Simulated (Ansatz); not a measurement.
Geometry optimisation, RKS B3LYP-D4/6-31G* (Ansatz).

Input file:

```yaml
crystal:
  periodic: [false, false, false]
  atoms:
    - { symbol: Si, position_ang: [0.0, 0.0, 0.0] }
    - { symbol: Cl, position_ang: [0.0, 0.0, 2.13] }
    - { symbol: Si, position_ang: [2.0935, 0.0, -0.7393] }
    - { symbol: H, position_ang: [2.5508, -1.3762, -0.9079] }
    - { symbol: H, position_ang: [2.1573, 0.6939, -2.0222] }
    - { symbol: H, position_ang: [2.951, 0.6823, 0.2255] }
    - { symbol: H, position_ang: [-0.6877, 1.1914, -0.4862] }
    - { symbol: H, position_ang: [-0.6877, -1.1914, -0.4862] }
basis:
  gaussian: { orbitals: "6-31G*" }
hamiltonian:
  xc: b3lyp
  dispersion: d4
relax:
  f_tol: 0.02
  max_steps: 40
```

Command:

```bash
$ ansatz run input.yaml --threads 1 --pin off --max-ram 2048MiB --backend cpu --events-out ev --progress --plain --runs-dir out
```

Problem. Where does it end, and by what steps?

Solution. It converged. The force dipped under the threshold on the way, but the program's further checks kept it going. After 9 steps the energy has fallen by 0.201 eV; Cl2 moved furthest, 0.41 Å.

| step | energy less start (eV) | largest force component (eV/Å) | accepted |
| --- | --- | --- | --- |
| 0 | 0.0000 | 1.160 | yes |
| 1 | -0.1514 | 0.523 | yes |
| 2 | -0.1779 | 0.122 | yes |
| 3 | -0.1793 | 0.027 | yes |
| 4 | -0.1914 | 0.014 | yes |
| 5 | -0.1892 | 0.292 | no |
| 6 | -0.1967 | 0.065 | yes |
| 7 | -0.1978 | 0.142 | yes |
| 8 | -0.2001 | 0.103 | yes |
| 9 | -0.2006 | 0.003 | yes |

```xyz
8
Properties=species:S:1:pos:R:3
Si -0.049 0.030 0.017
Cl -0.077 -0.397 2.065
Si 2.164 0.002 -0.755
H 2.755 -1.347 -0.557
H 2.180 0.334 -2.207
H 2.972 1.008 -0.017
H -0.683 1.361 -0.169
H -0.885 -0.992 -0.664
```

The run took 26 s on 1 thread of Arm Neoverse V2, on a shared host, peak memory 0.13 GiB.
